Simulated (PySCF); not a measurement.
# Neon: a sound run and one with changed settings

Sound run: Ne [Ne], Ne⁺ [He] 2s2 2p5. All numbers are calculated (PySCF 2.14, the non-relativistic Hamiltonian (point nucleus), in cc-pVDZ). In the sound run the correlated levels freeze 1s2. The sound run starts from symmetry-adapted Hartree-Fock orbitals and uses a fine grid where one is needed.

Changed run: initial guess minao, at most 50 SCF cycles.

| species | method | sound run (hartree) | changed run (hartree) | converged |
| --- | --- | --- | --- | --- |
| Ne | UHF | -128.48878 | -128.48878 | yes |
| Ne | BP86 | -128.90296 | -128.90296 | yes |
| Ne | CCSD(T) | -128.67884 | -128.67884 | yes |
| Ne⁺ | B3LYP | -128.12601 | -128.12601 | yes |
| Ne⁺ | MP2 | -127.89985 | -127.89985 | yes |

Here the plain start reaches the same solutions.
